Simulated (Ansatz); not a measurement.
The reference is Ta in the bcc (W type) structure (space group Im-3m, No. 229; a = 3.320 Å).

Levels (all Ansatz, a first-principles code, PAW, earlier PAW set): PBE (420 eV, scalar-relativistic without spin-orbit coupling); PBEsol (420 eV, no spin-orbit coupling).

Levels that relaxed their own cell: PBE and PBEsol.

| level | lattice parameter a |
|---|---|
| PBE | 3.320 Å |
| PBEsol | 3.282 Å |

Measured: lattice parameter a 3.299 Å (static lattice; corrected from measurement; as listed in Daniel Mejia-Rodriguez, S. B. Trickey, Phys. Rev. B (2018)).

Computed minus measured — lattice parameter a: PBE +0.6 %, PBEsol -0.5 %.

Stability against distortions was not tested. All final runs are without spin polarisation.
